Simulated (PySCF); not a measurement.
CF4, charge +1, doublet, at the geometry of the source list (a state made from the parent by changing its charge; the spin is typed, not shown lowest); HF/def2-SV(P) (PySCF).

The PySCF input:
```python
from pyscf import gto, scf

mol = gto.M(
    atom='''
F    -0.036500   -1.030700   -0.814500
C     0.000000    0.000000   -0.000000
F    -0.138600    1.109300   -0.690800
F    -0.977100   -0.097100    0.873400
F     1.152200    0.018400    0.631800
''',
    basis='def2-sv(p)',
    charge=1,
    spin=1,
    verbose=4,
)

mf = scf.UHF(mol)
mf.kernel()
mf.analyze()
```

What the program printed (banner, timings and long lists left out):

```
PySCF version 2.14.0

[INPUT] verbose = 4
[INPUT] num. atoms = 5
[INPUT] num. electrons = 41
[INPUT] charge = 1
[INPUT] spin (= nelec alpha-beta = 2S) = 1
[INPUT] symmetry False subgroup None
[INPUT] Mole.unit = angstrom
[INPUT] Symbol           X                Y                Z      unit          X                Y                Z       unit  Magmom
[INPUT]  1 F     -0.036500000000  -1.030700000000  -0.814500000000 AA   -0.068975003547  -1.947740716589  -1.539181928458 Bohr   0.0
[INPUT]  2 C      0.000000000000   0.000000000000   0.000000000000 AA    0.000000000000   0.000000000000   0.000000000000 Bohr   0.0
[INPUT]  3 F     -0.138600000000   1.109300000000  -0.690800000000 AA   -0.261916040865   2.096273189980  -1.305422806850 Bohr   0.0
[INPUT]  4 F     -0.977100000000  -0.097100000000   0.873400000000 AA   -1.846451396313  -0.183492406695   1.650486797195 Bohr   0.0
[INPUT]  5 F      1.152200000000   0.018400000000   0.631800000000 AA    2.177342440724   0.034770960692   1.193928965500 Bohr   0.0

nuclear repulsion = 206.817744353436
number of shells = 30
number of NR pGTOs = 120
number of NR cGTOs = 70
basis = def2-sv(p)
ecp = {}

******** <class 'pyscf.scf.uhf.UHF'> ********
method = UHF
initial guess = minao
damping factor = 0
level_shift factor = 0
DIIS = <class 'pyscf.scf.diis.CDIIS'>
diis_start_cycle = 1
diis_space = 8
diis_damp = 0
SCF conv_tol = 1e-09
SCF conv_tol_grad = None
SCF max_cycles = 50
direct_scf = True
direct_scf_tol = 1e-13
number electrons alpha = 21  beta = 20
Set gradient conv threshold to 3.16228e-05
init E= -436.122608198217

cycle= 1 E= -434.419147818157  delta_E=  1.7  |g|= 0.776  |ddm|= 1.66
cycle= 2 E= -434.613412044849  delta_E= -0.194  |g|= 0.38  |ddm|= 0.757
cycle= 3 E= -434.660165358836  delta_E= -0.0468  |g|= 0.0686  |ddm|= 0.26
cycle= 4 E= -434.662465690945  delta_E= -0.0023  |g|= 0.0241  |ddm|= 0.0556
cycle= 5 E= -434.66297286186  delta_E= -0.000507  |g|= 0.0075  |ddm|= 0.0337
cycle= 6 E= -434.663060181043  delta_E= -8.73e-05  |g|= 0.00518  |ddm|= 0.0119
cycle= 7 E= -434.663135316625  delta_E= -7.51e-05  |g|= 0.00641  |ddm|= 0.00931
cycle= 8 E= -434.663029698837  delta_E= 0.000106  |g|= 0.00505  |ddm|= 0.0138
cycle= 9 E= -434.662948962129  delta_E= 8.07e-05  |g|= 0.00188  |ddm|= 0.0229
cycle= 10 E= -434.662950740431  delta_E= -1.78e-06  |g|= 0.00132  |ddm|= 0.00319
cycle= 11 E= -434.662952729401  delta_E= -1.99e-06  |g|= 0.000656  |ddm|= 0.00467
cycle= 12 E= -434.662954903068  delta_E= -2.17e-06  |g|= 0.000554  |ddm|= 0.00231
cycle= 13 E= -434.662956252997  delta_E= -1.35e-06  |g|= 0.000498  |ddm|= 0.00161
cycle= 14 E= -434.662958536783  delta_E= -2.28e-06  |g|= 0.000527  |ddm|= 0.00304
cycle= 15 E= -434.66295902743  delta_E= -4.91e-07  |g|= 0.000535  |ddm|= 0.000654
cycle= 16 E= -434.662958890174  delta_E= 1.37e-07  |g|= 0.000509  |ddm|= 0.000254
cycle= 17 E= -434.662959454971  delta_E= -5.65e-07  |g|= 0.000443  |ddm|= 0.00166
cycle= 18 E= -434.662960160401  delta_E= -7.05e-07  |g|= 0.000404  |ddm|= 0.00183
cycle= 19 E= -434.662960915366  delta_E= -7.55e-07  |g|= 0.000356  |ddm|= 0.00226
cycle= 20 E= -434.662961030442  delta_E= -1.15e-07  |g|= 0.000288  |ddm|= 0.00112
cycle= 21 E= -434.662961165233  delta_E= -1.35e-07  |g|= 0.000277  |ddm|= 0.00142
cycle= 22 E= -434.662961087694  delta_E= 7.75e-08  |g|= 0.000203  |ddm|= 0.000768
cycle= 23 E= -434.662961124078  delta_E= -3.64e-08  |g|= 0.000224  |ddm|= 0.00112
cycle= 24 E= -434.662961105935  delta_E= 1.81e-08  |g|= 0.000207  |ddm|= 9.36e-05
cycle= 25 E= -434.662961061356  delta_E= 4.46e-08  |g|= 0.000168  |ddm|= 0.000295
cycle= 26 E= -434.662961005151  delta_E= 5.62e-08  |g|= 8.02e-05  |ddm|= 0.000907
cycle= 27 E= -434.662961002245  delta_E= 2.91e-09  |g|= 5.14e-05  |ddm|= 0.000356
cycle= 28 E= -434.662961006072  delta_E= -3.83e-09  |g|= 2.86e-05  |ddm|= 0.000184
cycle= 29 E= -434.662961012124  delta_E= -6.05e-09  |g|= 1.66e-05  |ddm|= 0.000243
cycle= 30 E= -434.662961015141  delta_E= -3.02e-09  |g|= 8.7e-06  |ddm|= 0.000207
cycle= 31 E= -434.662961015509  delta_E= -3.68e-10  |g|= 3.32e-06  |ddm|= 8.25e-05
Extra cycle  E= -434.662961015527  delta_E= -1.8e-11  |g|= 2.62e-06  |ddm|= 4.68e-06
converged SCF energy = -434.662961015527  <S^2> = 0.78438266  2S+1 = 2.0340921
**** SCF Summaries ****
Total Energy =                        -434.662961015526662
Nuclear Repulsion Energy =             206.817744353436439
One-electron Energy =                -1003.012319179434371
Two-electron Energy =                  361.531613810471356
Two-electron Coulomb Energy =          406.379434904217476
DFT Exchange-Correlation Energy =      -44.847821093746120
**** MO energy ****
                             alpha | beta                alpha | beta
MO #1   energy= -26.791126136363   | -26.7663822121996  occ= 1 | 1
MO #2   energy= -26.7911185056715  | -26.7663417788201  occ= 1 | 1
MO #3   energy= -26.7910809752569  | -26.7663116617605  occ= 1 | 1
MO #4   energy= -26.6454521473497  | -26.6462414263987  occ= 1 | 1
MO #5   energy= -11.9547577772837  | -11.9571405754497  occ= 1 | 1
MO #6   energy= -2.16791831840737  | -2.12087623662282  occ= 1 | 1
MO #7   energy= -2.06018595930054  | -1.98786861450667  occ= 1 | 1
MO #8   energy= -2.0601526586916   | -1.98784140198892  occ= 1 | 1
MO #9   energy= -1.95072448559483  | -1.94436651218692  occ= 1 | 1
MO #10  energy= -1.35823454822569  | -1.33612218594571  occ= 1 | 1
MO #11  energy= -1.27101046982054  | -1.22265934651305  occ= 1 | 1
MO #12  energy= -1.27100748125122  | -1.22263529965728  occ= 1 | 1
MO #13  energy= -1.22372239929136  | -1.2137228714286   occ= 1 | 1
MO #14  energy= -1.1595641828362   | -1.09133237676182  occ= 1 | 1
MO #15  energy= -1.15956131128297  | -1.09130526006972  occ= 1 | 1
MO #16  energy= -1.12288331608922  | -1.03753763273072  occ= 1 | 1
MO #17  energy= -1.099357006847    | -0.986168393736589 occ= 1 | 1
MO #18  energy= -1.09933143643196  | -0.986159298897937 occ= 1 | 1
MO #19  energy= -1.04935850491685  | -0.91055948473679  occ= 1 | 1
MO #20  energy= -0.985219313662817 | -0.910534167304157 occ= 1 | 1
MO #21  energy= -0.985213744990615 | -0.578244996653502 occ= 1 | 0
MO #22  energy= 0.0525465523863726 | 0.0606496662227847 occ= 0 | 0
MO #23  energy= 0.0768084715444482 | 0.0998215184642569 occ= 0 | 0
MO #24  energy= 0.0768301706819336 | 0.102296420689412  occ= 0 | 0
MO #25  energy= 0.1018051358777    | 0.102314347375837  occ= 0 | 0
MO #26  energy= 0.214515726350329  | 0.21686249788324   occ= 0 | 0
MO #27  energy= 0.328602283021666  | 0.329515768520799  occ= 0 | 0
MO #28  energy= 0.328612933690032  | 0.329529013691242  occ= 0 | 0
MO #29  energy= 0.3389618107035    | 0.337363095741317  occ= 0 | 0

To work with the spin densities directly, `use mulliken_meta_spin()` only printing them here.

 ** Mulliken spin pop alpha/beta on meta-lowdin orthogonal AOs **
 ** Mulliken Spin Density (per AO)  **
spin_pop of  0 F 1s       -0.00000
spin_pop of  0 F 2s        0.00538
spin_pop of  0 F 3s       -0.00027
spin_pop of  0 F 2px       0.05635
spin_pop of  0 F 2py       0.11532
spin_pop of  0 F 2pz       0.19292
spin_pop of  0 F 3px       0.00030
spin_pop of  0 F 3py       0.00037
spin_pop of  0 F 3pz       0.00036
spin_pop of  0 F 3dxy     -0.00001
spin_pop of  0 F 3dyz     -0.00011
spin_pop of  0 F 3dz^2    -0.00005
spin_pop of  0 F 3dxz     -0.00003
spin_pop of  0 F 3dx2-y2   -0.00003
spin_pop of  1 C 1s        0.00000
spin_pop of  1 C 2s       -0.01208
spin_pop of  1 C 3s       -0.00039
spin_pop of  1 C 2px      -0.01369
spin_pop of  1 C 2py      -0.03704
spin_pop of  1 C 2pz      -0.03002
spin_pop of  1 C 3px      -0.00069
spin_pop of  1 C 3py      -0.00200
spin_pop of  1 C 3pz      -0.00161
spin_pop of  1 C 3dxy     -0.00120
spin_pop of  1 C 3dyz     -0.00170
spin_pop of  1 C 3dz^2    -0.00175
spin_pop of  1 C 3dxz     -0.00047
spin_pop of  1 C 3dx2-y2   -0.00092
spin_pop of  2 F 1s       -0.00000
spin_pop of  2 F 2s        0.00538
spin_pop of  2 F 3s       -0.00027
spin_pop of  2 F 2px       0.07066
spin_pop of  2 F 2py       0.06982
spin_pop of  2 F 2pz       0.22416
spin_pop of  2 F 3px       0.00030
spin_pop of  2 F 3py       0.00038
spin_pop of  2 F 3pz       0.00035
spin_pop of  2 F 3dxy     -0.00001
spin_pop of  2 F 3dyz     -0.00011
spin_pop of  2 F 3dz^2    -0.00004
spin_pop of  2 F 3dxz     -0.00004
spin_pop of  2 F 3dx2-y2   -0.00002
spin_pop of  3 F 1s       -0.00000
spin_pop of  3 F 2s        0.00538
spin_pop of  3 F 3s       -0.00027
spin_pop of  3 F 2px       0.00382
spin_pop of  3 F 2py       0.35840
spin_pop of  3 F 2pz       0.00241
spin_pop of  3 F 3px       0.00035
spin_pop of  3 F 3py       0.00035
spin_pop of  3 F 3pz       0.00034
spin_pop of  3 F 3dxy     -0.00003
spin_pop of  3 F 3dyz     -0.00008
spin_pop of  3 F 3dz^2    -0.00001
spin_pop of  3 F 3dxz     -0.00001
spin_pop of  3 F 3dx2-y2   -0.00010
spin_pop of  4 F 1s        0.00000
spin_pop of  4 F 2s       -0.00068
spin_pop of  4 F 3s       -0.00004
spin_pop of  4 F 2px      -0.00145
spin_pop of  4 F 2py      -0.00305
spin_pop of  4 F 2pz      -0.00257
spin_pop of  4 F 3px      -0.00004
spin_pop of  4 F 3py      -0.00011
spin_pop of  4 F 3pz      -0.00009
spin_pop of  4 F 3dxy      0.00001
spin_pop of  4 F 3dyz     -0.00001
spin_pop of  4 F 3dz^2     0.00001
spin_pop of  4 F 3dxz     -0.00001
spin_pop of  4 F 3dx2-y2   -0.00001
 ** Mulliken Spin Density (per atom)  **
spin density of  0 F =      0.37049
spin density of  1 C =     -0.10354
spin density of  2 F =      0.37056
spin density of  3 F =      0.37054
spin density of  4 F =     -0.00804
 ** Mulliken pop alpha/beta on meta-lowdin orthogonal AOs **
 ** Mulliken pop       alpha | beta **
In total            21.00000 | 20.00000
 ** Mulliken atomic charges   ( Nelec_alpha | Nelec_beta ) **
charge of  0F =      0.02554  (     4.67248      4.30198 )
charge of  1C =      1.12080  (     2.38783      2.49137 )
charge of  2F =      0.02561  (     4.67247      4.30192 )
charge of  3F =      0.02559  (     4.67247      4.30193 )
charge of  4F =     -0.19754  (     4.59475      4.60279 )

WARN: System has nonzero charge 1; the dipole moment is origin-dependent.
Location of origin: [0. 0. 0.]

Dipole moment(X, Y, Z, Debye): -1.24282, -0.01954, -0.68135
```
